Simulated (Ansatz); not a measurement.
Scan of [CH3···H···H], doublet

Starting geometry:

| atom | x (Å) | y (Å) | z (Å) |
| --- | --- | --- | --- |
| C | -0.1250 | 0.0000 | 0.0000 |
| H | -0.4882 | 1.0273 | 0.0000 |
| H | -0.4882 | -0.5137 | 0.8897 |
| H | -0.4882 | -0.5137 | -0.8897 |
| H | 0.9646 | 0.0000 | 0.0000 |
| H | 1.9890 | 0.0000 | 0.0000 |

From there H5 is moved from one fragment to the other while all else, the fragments' distance too, stays fixed; atoms are numbered as listed. Energies are in kcal/mol, counted from the starting geometry at the same level. Kohn–Sham curves are unrestricted where that lies lower.

Basis 6-31G; Ansatz 0.2.0. Only valence electrons are correlated (noble-gas cores frozen).

In so small a basis the reference is far from its limit while semilocal and hybrid functionals are nearer theirs (RPA and double hybrids share much of the reference's basis error), so the functionals' errors here hold much of the reference's basis and frozen-core error, which can add to them or hide them.

Full CI is exact within this basis and frozen core; it isn't the basis-set limit.

```
distance C1-H5 (Å)  full CI  SPW92   PBE  r2SCAN  PBE0  B3LYP  BHLYP  wB97M-V  B2PLYP  RPA-PBE
             1.013      2.7    4.4   4.1     3.6   3.4    3.7    2.8      3.3     3.0      3.1
             1.090      0.0    0.0   0.0     0.0   0.0    0.0    0.0      0.0     0.0      0.0
             1.130      0.2   -0.6  -0.5    -0.3  -0.2   -0.4    0.0     -0.2     0.0     -0.1
             1.169      0.9   -0.3  -0.3     0.1   0.3   -0.1    0.7      0.2     0.6      0.5
             1.209      2.0    0.5   0.4     0.9   1.2    0.7    1.6      1.1     1.6      1.4
             1.249      3.3    1.8   1.5     2.1   2.4    1.7    2.8      2.2     2.8      2.6
             1.289      4.6    3.7   2.9     3.5   3.9    2.9    4.0      3.5     4.1      3.8
             1.329      6.0    6.0   4.8     5.1   5.7    4.5    5.5      5.1     5.7      5.3
             1.369      7.7    9.0   7.2     7.3   7.9    6.5    7.2      7.1     7.6      7.2
```
